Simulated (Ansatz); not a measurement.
Ansatz input

```yaml
crystal:
  lattice:
    - [0.0, 1.9413563894, 1.9413563894]
    - [1.9413563894, 0.0, 1.9413563894]
    - [1.9413563894, 1.9413563894, 0.0]
  atoms:
    - { symbol: Ir, position: [0.0, 0.0, 0.0], spin: 1.0 }
hamiltonian:
  xc: revpbe
  pseudopotentials:
    kind: paw
    azcp:
      Ir: "pseudopotentials/Ir.paw.azcp"
basis:
  ecutwfc: 420
  fft_grid_basis: typed
kpoints:
  mp_grid: { grid: [23, 23, 23], shift: [0, 0, 0] }
magnetization:
  spin_polarized: true
scf:
  occupations: { method: fermi_dirac, width: 0.05 }
```

Output

```
Engine: ansatz 0.2.0, aarch64-unknown-linux-gnu
Pseudopotentials: kind: paw
Pseudopotential: Ir, paw, valence charge 17, recommended cutoff 420 eV (normal) 
Functional definition: revPBE
  parameter kappa = 1.245
  parameter beta = 0.06672455060314922
  exchange = pbe_x(kappa = kappa, mu = beta*pi^2/3)
  correlation = pbe_c(beta = beta)
Crystal: 1 atoms, lattice volume = 14.633 Å³
Basis set: ecut = 420 eV, 283 PW (Γ)
Bands: 13, of which v1, the nominal top of the filled ones, is band 9 counted from 1 (8 counted from 0)
Symmetry: 48 space group operations
Space group: Fm-3m (ITA 225), of the structure as read, at distance tolerance 2.4e-5 Å
Magnetic group: BNS 225.116 (UNI 1618), of the structure as read, at distance tolerance 2.4e-5 Å
k-points: 364 of 12167
Non-local potential: Ir, projectors of the file, l = 0: 3, l = 1: 2, l = 2: 2, l = 3: 1
PAW form: soft (Blöchl's): semilocal exchange-correlation on the pseudo side does not see the compensation charge
PAW frozen core: Ir, regenerated for the run's functional, and the local potential with it (the file was generated under x = pbe(κ = 0.804, μ = 0.2195149727645171), c = pbe(β = 0.06672455060314922))
PAW one-centre angular grid: Ir, 590 points (default); XC on 64 Gauss nodes
Initial density: superposition of atomic densities (chi_scale 0.1, normalization cell)
Starting moments: Σ|m| = 1 μB on 1 of 1 site
Initial wavefunctions: pseudopotential atomic-orbital guess
Functional: x = revpbe(κ = 1.245, μ = 0.2195149727645171), c = pbe(β = 0.06672455060314922)
iter 1 solved again at ethr=2.16e-3 eV; its pass at ethr=3.10e-3 eV (dr2=3.67e-1 eV) is discarded
SCF iter   1: F=—  HF=-11944.991661 eV  |F-HF|=—  |Δ(HF+E_count)|=         —  Δρ=6.60e-2 (↑6.60e-2 ↓3.54e-2)  dr2=3.70e-1  dr2_m=2.73e-1  M=0.076 μB ∫|m|=0.076 μB  β_m=0.30  ethr=2.16e-3  ⟨swp⟩=1.0  Hψ=62228  notcnv=0
Mixer restart at iter 1: flushing history
SCF iter   2: F=—  HF=-11944.819532 eV  |F-HF|=—  |Δ(HF+E_count)|=   1.72e-1  Δρ=4.01e-2 (↑4.01e-2 ↓2.88e-2)  dr2=5.70e-2  dr2_m=1.38e-1  M=0.061 μB ∫|m|=0.061 μB  β_m=0.47  ethr=2.16e-3  ⟨swp⟩=3.0  Hψ=15880  notcnv=0
SCF iter   3: F=—  HF=-11944.859876 eV  |F-HF|=—  |Δ(HF+E_count)|=   4.03e-2  Δρ=1.28e-2 (↑1.12e-2 ↓1.28e-2)  dr2=2.38e-3  dr2_m=1.75e-2  M=0.024 μB ∫|m|=0.024 μB  β_m=0.65  ethr=3.35e-4  ⟨swp⟩=2.5  Hψ=16727  notcnv=0
SCF iter   4: F=—  HF=-11944.885760 eV  |F-HF|=—  |Δ(HF+E_count)|=   2.59e-2  Δρ=1.12e-3 (↑5.58e-4 ↓1.12e-3)  dr2=1.87e-4  dr2_m=1.89e-5  M=0.001 μB ∫|m|=0.002 μB  β_m=0.82  ethr=1.40e-5  ⟨swp⟩=2.0  Hψ=18160  notcnv=0  defer=1
SCF iter   5: F=—  HF=-11944.886050 eV  |F-HF|=—  |Δ(HF+E_count)|=   2.91e-4  Δρ=1.93e-4 (↑6.97e-5 ↓1.93e-4)  dr2=7.64e-6  dr2_m=1.06e-6  M=0.000 μB ∫|m|=0.000 μB  β_m=0.90  ethr=1.10e-6  ⟨swp⟩=2.1  Hψ=13231  notcnv=0  defer=1
SCF iter   6: F=—  HF=-11944.886056 eV  |F-HF|=—  |Δ(HF+E_count)|=   5.42e-6  Δρ=1.13e-5 (↑1.13e-5 ↓1.13e-5)  dr2=5.97e-9  dr2_m=1.05e-8  M=0.000 μB ∫|m|=0.000 μB  β_m=0.95  ethr=4.49e-8  ⟨swp⟩=2.1  Hψ=13395  notcnv=0  defer=1
SCF iter   7: F=—  HF=-11944.886056 eV  |F-HF|=—  |Δ(HF+E_count)|=   2.81e-8  Δρ=1.55e-6 (↑1.55e-6 ↓1.49e-6)  dr2=2.00e-11  dr2_m=2.98e-10  M=0.000 μB ∫|m|=0.000 μB  β_m=0.97  ethr=3.51e-11  ⟨swp⟩=2.0  Hψ=15777  notcnv=0  defer=1
SCF iter   8: F=—  HF=-11944.886056 eV  |F-HF|=—  |Δ(HF+E_count)|=  2.04e-10  Δρ=3.32e-7 (↑3.32e-7 ↓1.16e-7)  dr2=2.43e-11  dr2_m=2.76e-12  M=0.000 μB ∫|m|=0.000 μB  β_m=0.99  ethr=1.00e-12  ⟨swp⟩=2.1  Hψ=13590  notcnv=0  defer=1
SCF iter   9: F=-11944.886056 eV  HF=-11944.886056 eV  |F-HF|=0.00e0  |Δ(HF+E_count)|=  2.73e-11  Δρ=5.22e-8 (↑5.22e-8 ↓3.03e-8)  dr2=9.17e-13  dr2_m=2.02e-14  M=0.000 μB ∫|m|=0.000 μB  ethr=1.00e-12  ⟨swp⟩=1.0  Hψ=22283  notcnv=0
SCF 1 converged in 9 iterations: F = -11944.886056 eV  dr2 = 9.17e-13
WARN: the starting moments were not kept: the SCF closed with an absolute magnetisation of 1.2e-7 μB, where they sum to 1 μB in size (1 site). That is at most 0.1 of that sum. Measured as dr2_m measures the in/out step, that magnetisation stands 8.2e-15 eV from none, at or under the dr2_threshold of 1.0e-7 eV: it is no larger than a step whose dr2_m would equal this threshold. The system may hold no moment; this SCF shows only that its start led to no more than that. To try another start: raise the starting moments (crystal.atoms[].spin, magnetization.per_species, magnetization.initial_magnetization, or on a non-collinear deck that types none of these the spinor_matrix: blocks that start its atoms; where the total moment is fixed, keep their sum and leave initial_magnetization as it is; typed ones take the place of any that the run laid by itself, positive ones on a crystal's lanthanoids without a Hubbard term where scf.initial_density.shell_occupations: [] is typed) or, if the notice of its spin-set hold's release reads "site moments contracting" or "site moments show no strong build", lengthen the hold (scf.mixing.spin_hold: { on: { confirm: 4 } }; for m-r²SCAN on two components see the key's manual first). Each may lead to a state that holds a moment. A second SCF, from the converged charge density, with the starting moments and any scf.initial_density.shell_occupations laid on it anew, would have followed, and was not run: the deck does not ask for one (magnetization.retry_lost_moments is false, the default). To let it run, set magnetization.retry_lost_moments: true and run the deck again, where that key's refused combinations let it; where memory then withholds it, that run's warning says so.
SCF converged after 9 iterations
Magnetization: 0.0000 μB (8.5000 up, 8.5000 down)
Absolute magnetization: 0.0000 μB (∫|ρ↑−ρ↓|, with the PAW one-centre terms)
Spin contamination: 0.0000 ħ² per cell (⟨S²⟩ above its minimum at these occupations)
Per-site moments (μB) at R_I (Å): [(1.0975742698870758e-7, 1.1325156708067718)]
Free energy (F): -11944.886056 eV
Harris-Foulkes:  -11944.886056 eV  (|F-HF|=0.00e0)
Internal energy: -11944.879429 eV  (E = F + TS)
E sigma→0 (E₀):  -11944.882742 eV
Entropy (-TS):   -0.006627 eV (-6.627 meV/atom)
Fermi energy:    24.777780 eV
--- Per-component energies (eV) ---
  E_band       = -97.217593
  E_kinetic    = 622.080422
  E_local      = -1101.982597  (includes V_loc(G=0)·N_el)
  E_nonlocal   = 71.900624
  E_hartree    = 420.762618
  E_xc         = -267.869633
  E_vxc        = -299.671972  (∫ρ·V_xc dr)
  E_paw        = -9232.716608  (= ΣΔE_a)
  E_vpaw       = -231.069403  (= ΣTr[D̂ρ^β])
  E_aug_tail   = 0.000059  (compensation charges beyond the density's cutoff)
  E_ewald      = -2457.031120
  E_core_change = -0.023195  (= ΣΔE_core)
  E_smearing   = -0.006627  (= −TS)
  E_closure    = -0.000000  (closes the sum)
  Σ components = -11944.886056   (vs F -11944.886056, Δ=0.00e0)
```
